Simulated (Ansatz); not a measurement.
## As (R-3m)

These are results of DFT PBEsol, scalar-relativistic, plane waves, PAW in Ansatz, not measurements.

Plane waves to 420 eV, a k mesh through Γ of 12×12×12 on the computed 2-atom cell and Gaussian smearing (0.10 eV); no spin polarisation.

The structure is relaxed at this level of theory with its symmetry kept.

```xyz
2
Lattice="1.8914 1.0920 3.3632 -1.8914 1.0920 3.3632 0.0000 -2.1840 3.3632" Properties=species:S:1:pos:R:3 pbc="T T T"
As    0.0000    0.0000    7.7671
As    0.0000    0.0000    2.3226
```

```json
{
 "Space group": "R-3m (No. 166)",
 "Volume per atom": "20.84 Å³",
 "Formation energy from the elements' standard states (uncorrected)": "-0.002 eV/atom",
 "Kohn–Sham band gap": "none (metal)",
 "Density of states at the Fermi level": "0.06 states/eV per cell (so small that it hangs on the mesh: a semimetal, or crossings between mesh points)",
 "Löwdin character within 0.5 eV of the Fermi level": "As 4p 79 %, As 4s 17 %, unprojected 4 %",
 "Bulk modulus": "52 GPa",
 "Its pressure derivative": "7.2",
 "Bader charges (e)": "As (2 in the cell) 0.00"
}
```

Cost: 6 runs of about 8.6 core-minutes in all, on Intel Xeon Processor @ 2.50GHz (Skylake/Cascade Lake) (shared hosts).